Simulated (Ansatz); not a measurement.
# CH₄BO+ (SMILES B1C[OH+]1): single points off equilibrium

A test off equilibrium: a structure displaced at random from a GFN2-xTB minimum is computed at several levels, and each is set against CCSD(T).

Program: Ansatz 0.2.0, Gaussian basis. Level of theory: single points in def2-TZVPP. These are calculated values, not measurements.

Correlated methods freeze the cores.

## Step 1: Where the work starts

SMILES `B1C[OH+]1`, 7 atoms, charge 1, spin multiplicity 1.

Atoms are counted from 1 here; the program's logs count them from 0.

Bond lengths: B1–C2 1.454 Å, B1–O3 1.376 Å, B1–H4 1.421 Å, C2–H5 0.930 Å, C2–H6 1.093 Å, O3–H7 1.004 Å. Angles: C2–B1–O3 71.3°, C2–B1–H4 165.2°, O3–B1–H4 123.4°, B1–C2–H5 128.6°, B1–C2–H6 119.6°, H5–C2–H6 110.5°, B1–O3–H7 125.3°.

Geometry (Å):

```
B    -0.7276   -0.2457   -0.2263
C     0.2385    0.6814    0.3417
O     0.3927   -0.9515    0.1498
H    -1.8863   -0.8547   -0.7785
H     0.7835    1.2932   -0.0991
H     0.2230    0.8861    1.4151
H     1.2027   -1.1041   -0.4239
```

## Step 2: CCSD(T)/def2-TZVPP

The input, run/in.yaml:

```yaml
crystal:
  periodic: [false, false, false]
  atoms:
    - {symbol: B, position_ang: [-0.727600, -0.245700, -0.226300]}
    - {symbol: C, position_ang: [0.238500, 0.681400, 0.341700]}
    - {symbol: O, position_ang: [0.392700, -0.951500, 0.149800]}
    - {symbol: H, position_ang: [-1.886300, -0.854700, -0.778500]}
    - {symbol: H, position_ang: [0.783500, 1.293200, -0.099100]}
    - {symbol: H, position_ang: [0.223000, 0.886100, 1.415100]}
    - {symbol: H, position_ang: [1.202700, -1.104100, -0.423900]}
basis:
  gaussian: {orbitals: def2-TZVPP}
total_charge: 1
correlation: {method: ccsd_t}
output: {forces: true}
```

The command line of these runs was not kept.

## Step 3: PBE0-D4/def2-TZVPP

run/in.yaml: that of step 2 with these lines changed.

```diff
@@ -13,3 +13,3 @@
 total_charge: 1
-correlation: {method: ccsd_t}
-output: {forces: true}
+hamiltonian: {xc: pbe0, dispersion: d4}
+output: {forces: true, orbitals: {seedname: orbitals}}
```

## Step 4: wB97M-V/def2-TZVPP

run/in.yaml: that of step 3 with these lines changed.

```diff
@@ -13,3 +13,3 @@
 total_charge: 1
-hamiltonian: {xc: pbe0, dispersion: d4}
-output: {forces: true, orbitals: {seedname: orbitals}}
+hamiltonian: {xc: {name: wB97M-V}}
+output: {forces: true}
```

## Step 5: r2SCAN-D4/def2-TZVPP

run/in.yaml: that of step 4 with these lines changed.

```diff
@@ -13,3 +13,3 @@
 total_charge: 1
-hamiltonian: {xc: {name: wB97M-V}}
+hamiltonian: {xc: r2scan, dispersion: d4}
 output: {forces: true}
```

## Step 6: PBE-D4/def2-TZVPP

run/in.yaml: that of step 5 with these lines changed.

```diff
@@ -13,3 +13,3 @@
 total_charge: 1
-hamiltonian: {xc: r2scan, dispersion: d4}
+hamiltonian: {xc: pbe, dispersion: d4}
 output: {forces: true}
```

## Step 7: BHLYP-D4/def2-TZVPP

run/in.yaml: that of step 6 with these lines changed.

```diff
@@ -13,3 +13,3 @@
 total_charge: 1
-hamiltonian: {xc: pbe, dispersion: d4}
+hamiltonian: {xc: {name: BHLYP}, dispersion: d4}
 output: {forces: true}
```

## Step 8: LC-wPBE/def2-TZVPP

run/in.yaml: that of step 7 with these lines changed.

```diff
@@ -13,3 +13,3 @@
 total_charge: 1
-hamiltonian: {xc: {name: BHLYP}, dispersion: d4}
+hamiltonian: {xc: {name: LC-wPBE}}
 output: {forces: true}
```

(Steps that only read results are left out.)

Q: Predict the outcome of this session. Wanted: energy less free atoms, CCSD(T)/def2-TZVPP; RMS force component; RMS force error; HOMO and LUMO, PBE0-D4; T1 diagnostic.

The runs gave:

| quantity | value |
| --- | --- |
| energy less free atoms, CCSD(T)/def2-TZVPP | -16.395 eV |
| RMS force component | 3.259 to 3.344 eV/Å over the methods |
| RMS force error | PBE0-D4 0.235, wB97M-V 0.150, r2SCAN-D4 0.163, PBE-D4 0.248, BHLYP-D4 0.299, LC-wPBE 0.306 eV/Å |
| HOMO and LUMO, PBE0-D4 | -15.95 and -7.71 eV |
| T1 diagnostic | 0.015 |

Against CCSD(T) the functionals' energies less atoms differ by -1.421 to +0.043 eV, PBE-D4 by -1.421 eV. A larger basis would deepen the CCSD(T) value, while the functionals are nearly converged already, so the order here is not reliable. On forces the order runs from wB97M-V to LC-wPBE.
